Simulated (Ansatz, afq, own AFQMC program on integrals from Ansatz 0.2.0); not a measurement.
GeH5, doublet: AFQMC among the cluster methods

```xyz
6

Ge   -0.0354    0.0000    0.0000
H    -0.5469    1.4466    0.0000
H    -0.5469   -0.7233    1.2528
H    -0.5469   -0.7233   -1.2528
H     1.6346    0.0000    0.0000
H     2.5596    0.0000    0.0000
```

Basis cc-pVTZ. Only valence electrons are correlated. Ansatz 0.2.0 and our own AFQMC program on the same integrals; the CISD trial comes from CCSD amplitudes, and released means the phaseless constraint is let go. ± is one standard error of the sampling. No spin–orbit coupling.

Determinant: UHF, the one that the program's search chose, which needn't be the lowest solution. The geometry is a point of a scan.

No full CI on the walks' own integrals is used here; CCSDT(Q) serves as the reference and is uncertain by about the last step of the cluster series.

Cautions: no relativity below Rb; no spin-orbit coupling; inner d shell frozen; the released energies are still falling, so no released level is given (meV from the phaseless value at times in 1/Eh: -3.5 ± 2.4 at 0.24, -5.7 ± 1.7 at 0.51, -6.3 ± 2.4 at 0.99, -12 ± 3 at 1.62, -14 ± 5 at 2.40), though the last usable value meets CCSDT(Q) within the noise.

```
T1 diagnostic                               : 0.0156
weight of the determinant in the CISD state : 0.902
⟨S²⟩ of the determinant                     : 0.776
size of the correlated space                : 9 electrons in 99 orbitals
```

Reference: CCSDT(Q), correlation energy -5.166 eV.

| level | E − E(reference) (meV) | share of correlation (%) |
| --- | --- | --- |
| HF | 5166.3 | 0.00 |
| MP2 | 1042.0 | 79.83 |
| CCSD | 147.3 | 97.15 |
| CCSD(T) | 26.7 | 99.48 |
| CCSDT | 3.4 | 99.93 |
| ph-AFQMC/CISD | 9.9 ± 2.9 | 99.81 |

A walk keeps the symmetry of its determinant, which the program's search chose and which needn't be the lowest solution, so a lower state of the same spin and another symmetry isn't excluded.
